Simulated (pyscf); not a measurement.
Single points on ωB97X-D3(BJ)/def2-SVP structures (PySCF, gas phase). MP2 and CC: frozen core, UHF for open shells. ΔMP2 is the change of the MP2 total energy from the triple- to the quadruple-zeta basis.

Task: How much does it cost (ΔH, 298 K, CCSD(T)/def2-TZVPP + ΔMP2(QZVPP)) to split :HSi–SiH₃ [singlet] at its H–Si bond into [HSi=SiH₂]• + H•?

Result: H–Si to [HSi=SiH₂]• + H•: 3.25 eV. The radicals are drawn with the spin at the cut bond; how far it spreads was not checked. Other isomers of :HSi–SiH₃ [singlet], [HSi=SiH₂]• were not searched in full and may lie lower. The CCSD(T) − MP2 part came from Ansatz, without density fitting, on the same reference.
